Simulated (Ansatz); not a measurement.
The input, for Ansatz 0.2.0:

```yaml
crystal:
  periodic: [false, false, false]
  atoms:
    - {symbol: Al, position_ang: [0.000000, 0.000000, 2.214313]}
    - {symbol: O, position_ang: [0.000000, 0.000000, 0.539843]}
    - {symbol: H, position_ang: [0.000000, 0.000000, -2.754157]}
basis:
  gaussian: {orbitals: 6-31G}
magnetization: {spin_polarized: false}
correlation: {method: bccd_t, electrons: outside_noble_gas}
```

```sh
$ ansatz run in.yaml --threads 1 --pin off --events-out ev --progress --plain --max-ram 2393MiB
```

Log:

```
247 factors; integrals over basis functions are off by at most 1.8e-4 eV
mean field evaluation 1: about -8616.0359 eV, gradient 5.6e1 eV
mean field evaluation 2: about -8616.0409 eV, gradient 5.6e1 eV
mean field evaluation 4: about -8623.2373 eV, gradient 1.8e1 eV
mean field evaluation 8: about -8626.0488 eV, gradient 6.4e-1 eV
mean field evaluation 16: about -8626.0520 eV, gradient 1.2e-6 eV
mean field evaluation 32: about -8619.3184 eV, gradient 9.5e-3 eV
mean field evaluation 64: about -8625.2853 eV, gradient 5.7e-2 eV
mean field evaluation 96: about -8622.7921 eV, gradient 2.5e1 eV
mean field evaluation 128: about -8625.2754 eV, gradient 6.7e-1 eV
mean field evaluation 160: about -8612.2941 eV, gradient 2.2e-2 eV
...
cycle  11  -8.71482357 eV  change    2.2e-3 eV  update   7.5e-4
cycle  12  -8.71206508 eV  change    2.8e-3 eV  update   3.7e-4
cycle  13  -8.71245881 eV  change   -3.9e-4 eV  update   1.7e-4
cycle  14  -8.71257142 eV  change   -1.1e-4 eV  update   6.6e-5
cycle  15  -8.71257664 eV  change   -5.2e-6 eV  update   3.0e-5
cycle  16  -8.71273471 eV  change   -1.6e-4 eV  update   1.8e-5
cycle  17  -8.71273489 eV  change   -1.8e-7 eV  update   4.9e-6
cycle  18  -8.71274571 eV  change   -1.1e-5 eV  update   2.0e-6
cycle  19  -8.71275088 eV  change   -5.2e-6 eV  update   8.5e-7
cycle  20  -8.71274776 eV  change    3.1e-6 eV  update   5.7e-7
perturbative correction -1.51899314 eV, -0.0558219681 hartree
WARN: the results are in doubt because among natural orbitals full CI differs from the method by +0.327 eV
Total energy: -8636.28375810 eV, -317.3775742268 hartree
In doubt: among natural orbitals full CI differs from the method by +0.327 eV
```

For the same geometry and basis full CI lies 431.2 meV higher.

Ran on 1 thread of Arm Neoverse V2, shared host: 1.1 s wall, 0.14 GiB peak host memory.
